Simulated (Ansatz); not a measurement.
Task: vertical and adiabatic energies of changing the electron count of H₂S, SMILES S, with Ansatz 0.2.0 through its Python package. Give the script and its output. Settings (for the species named): PBE0, def2-TZVP basis, multiplicity 1.

```xyz
3

S     0.4890   -0.2770    0.2407
H     0.0977    0.9873    0.1611
H    -0.5867   -0.7103   -0.4018
```

`run_adiabatic.py`
```python
"""How H2S relaxes after losing an electron."""

import ansatz as az
import numpy as np

BASIS = "def2-TZVP"
XC = "pbe0"
NET_CHARGE = 1

system = (
    az.Crystal.molecule()
    .atom("S", (0.48899, -0.27698, 0.24068))
    .atom("H", (0.09772, 0.9873, 0.16113))
    .atom("H", (-0.58671, -0.71033, -0.40181))
)

job = system.calculation().basis(gaussian=BASIS).functional(XC)
symbols = [site.symbol for site in system.cartesian_sites]
start = np.array([site.position_ang for site in system.cartesian_sites], dtype=float)
data = job.relax(force_tolerance=0.01).run().report
end = np.array(data["positions_ang"])

minimum = az.Crystal.molecule()
for symbol, place in zip(symbols, end):
    minimum = minimum.atom(symbol, place.tolist())
ion = (
    minimum.calculation()
    .basis(gaussian=BASIS)  # the orbital basis, by name
    .functional(XC)
    .charge(NET_CHARGE)
    .spin("collinear", total=1)  # spin-polarised run
)
vertical = ion.run().report
settled = ion.relax(force_tolerance=0.01, max_steps=80).run().report
print(f"vertical ionisation energy   {vertical['free_energy_ev'] - data['free_energy_ev']:.3f} eV")
print(f"adiabatic, no zero point     {settled['free_energy_ev'] - data['free_energy_ev']:.3f} eV")
print(f"relaxation energy of the ion {vertical['free_energy_ev'] - settled['free_energy_ev']:.3f} eV")
ionised = np.array(settled["positions_ang"])
print("final positions (A) and the move of each atom")
for symbol, xyz, old in zip(symbols, ionised, end):
    print(f"{symbol:2s} {xyz[0]:10.5f} {xyz[1]:10.5f} {xyz[2]:10.5f}   {np.linalg.norm(xyz - old):7.4f}")
```

Running `python run_adiabatic.py` prints:
```text
vertical ionisation energy   10.333 eV
adiabatic, no zero point     10.321 eV
relaxation energy of the ion 0.012 eV
final positions (A) and the move of each atom
S     0.50080   -0.28366    0.24650    0.0067
H     0.10253    1.01720    0.16703    0.0205
H    -0.60333   -0.73355   -0.41353    0.0205
```

The energies are electronic: no zero-point or thermal terms, and the basis set is short of its limit. The product may relax into another structure. Each relaxation finds its nearest minimum, which needn't be the lowest. Hardware and time: 4.7 s on 1 thread of Arm Neoverse V2, with other jobs on the host, peak memory 0.15 GiB.
